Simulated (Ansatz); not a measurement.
Basis-set extrapolation for `OC1(O)C=CS1` (PBE0-D4/def2-TZVP geometry, frozen core, Ansatz 0.2.0). Multiplicity 1, RHF reference.

```
                      def2-TZVPP   def2-QZVPP
                 HF  -663.248072  -663.271141
    MP2 correlation    -1.126026    -1.211605
CCSD(T) correlation    -1.206031      not run
```

Energies in hartree. Use E(X) = E(∞) + A·exp(−7.88·√X) for Hartree–Fock and E(X) = E(∞) + B·X^(−2.97) for correlation, with X = 3 and 4, and add CCSD(T) minus MP2 of the smaller set to the MP2 limit.

Question: What is the CCSD(T) energy at the basis-set limit?

Answer: HF limit: -663.271141 + (-0.023069) × 0.13774 = -663.27432. MP2 limit: -1.211605 + (-0.085579) × 0.74074 = -1.27500. Higher-order term: -1.206031 − (-1.126026) = -0.08001. Total: -664.62933 hartree, 460.1 kJ/mol below CCSD(T)/def2-TZVPP.
